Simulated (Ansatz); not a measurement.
We consider bcc Cs, described by r²SCAN+SOC (plane waves, PAW; Ansatz, a program for electronic structure).

Numerical settings: plane-wave cutoff 560 eV, 14×14×14 k mesh, Fermi–Dirac smearing 0.05 eV, PAW data made under PBE.

Computed at the level's own relaxed cell.

Q: What does this level give for the equilibrium volume per atom, bulk modulus, lattice parameter a and pressure derivative B′ of the bulk modulus?

A: 
* **equilibrium volume per atom**: 123.28 Å³/atom
* **bulk modulus**: 1.85 GPa
* **lattice parameter a**: 6.271 Å
* **pressure derivative B′ of the bulk modulus**: 3.5

The run finds no gap.

Measured, for comparison: equilibrium volume per atom 110.12 Å³/atom, lattice constant a 6.039 Å (low-temperature or extrapolated to 0 K; zero-point anharmonic expansion removed; as tabulated in Csonka et al. (2009), arXiv:0903.4037); bulk modulus 2.11 GPa (corrected for temperature and zero-point phonon effects, our sources range from 2.11 to 2.35; as tabulated in Levämäki et al. (2014), arXiv:1402.3671). Computed (rounded) less measured: equilibrium volume per atom +12.0 %, bulk modulus -12 % (-12 % to -21 % over the range), lattice constant a +3.8 %.

The computed numbers hold no vibrational or temperature effects.

Cost on a shared machine: very roughly 18 core-minutes.
